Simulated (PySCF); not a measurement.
(SiH3)2PH, H7PSi2.
Numbering: `[SiH3:1][PH:2][SiH3:3]` (hydrogens: H4, H5, H6 on Si1; H7 on P2; H8, H9, H10 on Si3)

Cartesian coordinates in Å at the PBE0-D3(BJ)/def2-SVP level; atoms count from 1:
```xyz
10
H7PSi2 angstrom
Si    -1.703   -0.014   -0.001
P      0.085    1.283   -0.497
Si     1.683   -0.214    0.074
H     -1.837   -1.024   -1.092
H     -2.920    0.852    0.027
H     -1.578   -0.728    1.307
H      0.095    1.957    0.763
H      1.770   -1.214   -1.031
H      1.403   -0.932    1.356
H      2.983    0.511    0.192
```

Level: B3LYP/def2-SVPD in PySCF, non-relativistic, on one gas-phase PBE0-D3(BJ)/def2-SVP geometry that isn't relaxed in the solvent. The solvent is an IEF-PCM continuum (cavity from Bondi-type radii × 1.2). Only the electrostatic response of the medium enters.

Gas phase at B3LYP/def2-SVPD: HOMO -7.23 eV, LUMO -0.24 eV, dipole 0.59 D.

Q: What does the continuum do to the energy, the frontier levels and the dipole at B3LYP/def2-SVPD in cyclohexane and benzene?

A: 
```tsv
solvent	ε	E(solvent) − E(gas) (kcal/mol)	polarisation term (kcal/mol)	distortion of the solute (kcal/mol)	HOMO (eV)	LUMO (eV)	dipole (D)
cyclohexane	2.017	-0.32	-0.34	0.02	-7.18	-0.16	0.69
benzene	2.271	-0.37	-0.40	0.03	-7.17	-0.15	0.71
```

The polarisation term is half the interaction of the solute with the surface charges that it induces; the rest is the cost of distorting the solute's density. The sum is the electrostatic part of solvation alone. From cyclohexane to benzene the lowering changes by a factor 1.15, Onsager's factor (ε − 1)/(2ε + 1) by 1.14 and ε itself by 1.1.

Q: Give the dipole vector in the frame of the coordinates (D, pointing from negative to positive charge), gas and benzene.

A: Gas (-0.02, -0.17, 0.56), solvent (-0.03, -0.19, 0.68). Its length changes by +21 % and its direction by less than 1°.

Q: How does the static polarisability (B3LYP/def2-SVPD, frozen core, with the continuum's full static response) change?

A: 
| medium | isotropic (au) | principal values (au) | ⟨r²⟩ of the electrons (bohr²) |
| --- | --- | --- | --- |
| gas | 88.2 | 73.3, 85.1, 106.1 | 629.3 |
| cyclohexane | 101.1 | 84.0, 98.7, 120.7 | 629.4 |
| benzene | 103.2 | 85.8, 100.8, 122.9 | 629.4 |

The isotropic value in benzene is 1.17 times the gas-phase one; no cavity-field correction is applied. ⟨r²⟩ is taken about the centre of nuclear charge.

The run took 6.3 s wall on one thread, Arm Neoverse V1 (aarch64), shared host with 64 logical CPUs at a one-minute load of 14, and the process peaked at 0.65 GiB of memory. This is the whole response run at B3LYP/def2-SVPD in benzene, SCF included.
